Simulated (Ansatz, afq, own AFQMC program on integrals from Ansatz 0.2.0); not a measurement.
Integrals from Ansatz 0.2.0, then the random walk in our own AFQMC program (afq).

```yaml
crystal:
  periodic: [false, false, false]
  atoms:
    - {symbol: B, position_ang: [-0.640793, 0.000000, 0.384749]}
    - {symbol: B, position_ang: [0.610339, 0.000000, -0.483192]}
    - {symbol: H, position_ang: [0.326650, 0.000000, 1.055888]}
basis:
  gaussian: {orbitals: 6-31G}
magnetization: {spin_polarized: false, initial_magnetization: 1}
correlation: {method: ccsd_t, electrons: outside_noble_gas, hamiltonian_folder: ham}
```

```sh
$ ansatz run in.yaml --threads 1 --pin off --events-out ev --progress --plain --max-ram 16896MiB --backend cuda --devices 0, --max-vram 18GiB
```

Options of the walk:

```
--method phaseless --trial cisd --walkers 4000 --populations 20 --least-time 60 --time-step 0.005 --steps-per-block 50 --equilibration-blocks 28 --max-blocks 4000 --target-error 0.00016 --factor-cut 1e-05 --start spin_pure --seed 12 --release-times 0.24,0.51,0.99,1.62,2.4 --release-step 0.03 --release-every 3 --taylor-order 6
```

Times are imaginary, in 1/Eh. The walk had a cap of 122 s. With eight or more populations the least sampling time is a fifth of least-time, and the error comes from their spread.

Output of the walk:

```
orbitals 18  electrons 4 3  factors 121 of 284
reference energy -49.62553621 Eh
CCSD correlation -0.16771431 Eh in 21 cycles, weight of the determinant in the CISD state 0.7745
energy of the start -49.793249 Eh
 block  time / (1/Eh)  mean weight  energy / Eh
     1     0.250  0.9999  -49.791981
     2     0.500  1.0000  -49.793015
     3     0.750  1.0001  -49.794378
     4     1.000  1.0000  -49.796255
     5     1.250  1.0000  -49.797634
     9     2.250  1.0000  -49.801199
    21     5.250  0.9997  -49.805363
    37     9.250  1.0000  -49.804056
    53    13.250  1.0001  -49.802934
    69    17.250  1.0001  -49.802555
    85    21.250  0.9998  -49.803057
    89    22.250  1.0001  -49.807659
   101    25.250  1.0000  -49.803984
   117    29.250  1.0000  -49.802422
   133    33.250  1.0001  -49.802055
   149    37.250  1.0000  -49.803168
   165    41.250  0.9999  -49.802376
   181    45.250  1.0001  -49.803885
   189    47.250  1.0000  -49.801090
   197    49.250  1.0001  -49.804892
error from the spread of 20 populations
released: time / (1/Eh)  energy / Eh  error  mean overlap
  0.24  -49.803781  0.000130  0.9999
  0.51  -49.803717  0.000559  1.0000
  0.99  -49.804638  0.000110  1.0033
  1.62  -49.805466  0.000082  1.0048
  2.40  -49.805849  0.000095  1.0061
energy -49.803113 +/- 0.000183 Eh
(rows thinned)
```

The run passed its tests (sampling time, drift between the halves within three errors, error under three times the target), which doesn't prove that it has relaxed, ending at its cap on processor time. The second half of the sampling lies above the first by 2.5 errors of their difference, so the energy may still be moving and its error bar be too small.

Against this walk (error 5.0 meV) on the same determinant: CCSD(T) 63.9 meV lower, CCSDT(Q) 99.0 meV lower, CCSDTQ 99.1 meV lower, full CI 102.8 meV lower. The error is statistical and leaves out the bias of the constraint. The released energies have errors that jump between times, so the bars are unsure (meV from the phaseless value at times in 1/Eh: -18 ± 4 at 0.24, -16 ± 15 at 0.51, -41 ± 3 at 0.99, -64.0 ± 2.2 at 1.62, -74 ± 3 at 2.40), so they give no level; they do show a bias of the constraint, and the last of them that isn't too noisy lies 28 meV above full CI. Full CI is exact here, so the walk's 103 meV above it is the walk's own error: the bias of the constraint with this trial, or a walk that hasn't relaxed.

Cautions: constraint bias not in the error; error above the target (5.0 against 4.4 meV); a spin-contaminated unrestricted determinant lies lower (UHF 1.97 eV lower, ⟨S²⟩ 1.71); the search met a lower determinant of the same kind, perhaps of another symmetry (284 meV lower), and this one is a saddle point; strong correlation (T1 0.053, weight of the determinant 0.77, largest double 0.34); (T) is large, 7 % of the CCSD correlation; the CCSD(T) amplitudes may be one of several solutions (largest double 0.34); the CCSDT(Q) amplitudes may be one of several solutions (largest double 0.39); the CCSDTQ amplitudes may be one of several solutions (largest double 0.39).

The walk took 2 min on 1 × NVIDIA H100 80GB HBM3 with 2 threads of AMD EPYC 7R13 Processor (Zen 3), with other jobs on the host (the card was shared). The log's last line is the phaseless energy.

CCSDT and higher add their correlation energy to the determinant of the CCSD(T) run, since their own runs factorise the integrals more tightly (a shift of under 2 meV). A walk keeps the symmetry of its determinant, which the program's search chose and which needn't be the lowest solution, so a lower state of the same spin and another symmetry isn't excluded.
